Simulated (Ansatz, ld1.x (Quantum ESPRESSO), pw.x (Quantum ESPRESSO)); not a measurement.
**From atom to crystal: ultrasoft potential for palladium (Pd)**

* Element: palladium
* Generator: ld1.x (Quantum ESPRESSO) 7.5
* Type: ultrasoft
* Functional: PBEsol
* Relativity: scalar-relativistic
* Frozen core: [Kr]
* Valence charge: 10
* Reference configuration: 4d9.5 5s0 5p0 (charge +0.5)
* Partial waves: 5s (bound, empty): rcut 2.45, rcutus 3.15 bohr; 5s channel at 0.05 Ry: rcut 2.45, rcutus 3.15 bohr; 5p (bound, empty): rcut 2.55, rcutus 2.90 bohr; 5p channel at 1.05 Ry: rcut 2.55, rcutus 2.90 bohr; 4d (bound): rcut 1.80, rcutus 2.15 bohr; 4d channel at -0.15 Ry: rcut 1.80, rcutus 2.15 bohr; 4f channel at 0.45 Ry: rcut 1.95, rcutus 2.15 bohr; 4f channel at 2.8 Ry: rcut 1.95, rcutus 2.15 bohr
* Local potential: all-electron potential smoothed inside 1.65 bohr (lloc = -2)
* Core correction: none
* Augmentation charge: PSQ, inside the norm-conserving radii

Crystal test: bcc Pd in pw.x 7.5, no spin, 15³ k-points, Fermi–Dirac smearing 0.01 Ry, cutoffs 50/400 Ry. The reference is all-electron LAPW (Ansatz 0.2.0) with the same functional, mesh and smearing; V0 and B0 come from Birch–Murnaghan fits to the pressures at five volumes. Errors are pseudo minus all-electron; Δ is the rms difference of the E(V) curves that follow from these fits, minima aligned, over ±6 % about the mean V0. Mesh and smearing are coarse, so the numbers serve the comparison and aren't converged zero-temperature values; the lattice is a test structure that the element need not adopt.

All-electron: a0 = 3.086 Å (V0 = 14.70 Å³/atom), B0 = 196.2 GPa.

**Question.** How far does the potential miss the all-electron equation of state?

**Answer.** mean pressure error (GPa): -2.11; a0 (Å): 3.075; a0 error (%): -0.35; B0 error (%): +6.0; Δ (meV/atom): 6.7. The largest radius (3.15 bohr) exceeds half the bond length (2.53 bohr), so the spheres overlap, which is one possible source of error among others. Atomic configuration tests: 1 of 7 tests not solved or not reliable. The logarithmic derivative shows an extra or strongly shifted pseudo pole above the reference energy (s near 0.55 Ry).

```csv
V (Å³/atom),P all-electron (GPa),P pseudo (GPa)
13.972,11.37,9.29
14.339,5.15,3.02
14.707,-0.15,-2.29
15.075,-4.67,-6.78
15.442,-8.50,-10.57
```

**Question.** At the middle volume, how do free energy and pressure move when the wave cutoff is lowered (ecutrho held at 400 Ry)?

**Answer.**

```tsv
cutoff (Ry)	shift of F (meV/atom)	shift of P (GPa)
22	+121.8	-9.61
30	+36.8	-0.80
40	+1.8	-0.04
```

The run at the middle volume (120 k-points, 9 iterations) took about 30 s on one core of a shared host (Neoverse-N1, 64 threads, 124 GiB, load 55).
